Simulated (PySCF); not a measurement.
Cost against size for one kind of job: PySCF, GIAO PBE0/pcSseg-1 NMR shielding, non-relativistic, gas phase; work: shieldings, charges and field gradients. Hardware: an Arm Neoverse V1 with one thread, on a shared host. The host was shared with other jobs, so the times are rough.

```json
{"species (SMILES)": "CS[SiH2-]", "atoms": "8", "electrons": "42", "basis functions": "90", "SCF cycles": "12", "wall time": "4.6 s"}
{"species (SMILES)": "ClC(Cl)Cl", "atoms": "5", "electrons": "58", "basis functions": "94", "SCF cycles": "12", "wall time": "4.3 s"}
{"species (SMILES)": "CC(C)[C@@H](C)F", "atoms": "17", "electrons": "50", "basis functions": "157", "SCF cycles": "12", "wall time": "?"}
{"species (SMILES)": "CCCCCF", "atoms": "17", "electrons": "50", "basis functions": "157", "SCF cycles": "12", "wall time": "18 s"}
{"species (SMILES)": "CCC[C@@H](C)F", "atoms": "17", "electrons": "50", "basis functions": "157", "SCF cycles": "12", "wall time": "18 s"}
{"species (SMILES)": "c1cnc2nccnc2n1", "atoms": "14", "electrons": "68", "basis functions": "190", "SCF cycles": "14", "wall time": "26 s"}
{"species (SMILES)": "O=CO/C(=C\\[SiH3])C[SiH3]", "atoms": "18", "electrons": "78", "basis functions": "200", "SCF cycles": "15", "wall time": "33 s"}
{"species (SMILES)": "CC(C)(C)[P@](C)(=O)P", "atoms": "22", "electrons": "82", "basis functions": "220", "SCF cycles": "15", "wall time": "49 s"}
```

Estimate the withheld figures.

`CC(C)[C@@H](C)F`: 17 s.

With all rows, how does the wall time grow with the number of basis functions N?

A straight line through log(time) against log(N) has slope 2.6 between N = 90 and 220, and the rows scatter about it by a factor of about 1.1 (standard error of the fit). This is a fit to these rows, whose iteration counts differ, not the method's formal scaling.

Which species took longest, and how many times the shortest run?

`CC(C)(C)[P@](C)(=O)P`, at 49 s: about 11 times the shortest (4.3 s).
